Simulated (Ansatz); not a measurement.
An input meant for the cluster SiO2⁺ (charge 1, doublet; atoms displaced at random, 0.03 Å in each coordinate).

```yaml
crystal:
  periodic: [false, false, false]
  atoms:
    - {symbol: Si, position_ang: [-0.720287, -0.853690, -0.084291]}
    - {symbol: O, position_ang: [-0.138783, 0.880410, -0.028952]}
    - {symbol: O, position_ang: [0.814770, -0.051728, 0.027245]}
basis:
  gaussian: {orbitals: pcseg-2}
total_charge: 1
magnetization: {spin_polarized: true, initial_magnetization: 1}
hamiltonian: {xc: {name: rPW86-PBE}, dispersion: d4}
kpoints: {mp_grid: {grid: [2, 2, 2]}}
output: {forces: true}
```

```sh
$ ansatz run in.yaml --threads 4 --pin off --events-out ev --progress --plain --max-ram 3916MiB
```

It prints (some lines left out):

```
Error: invalid value for `basis.gaussian`: such a run doesn't read kpoints; remove what it names
```

**Question.** Something in this input is off. What?

**Answer.** The input holds a key that doesn't belong there. The program refused the input.
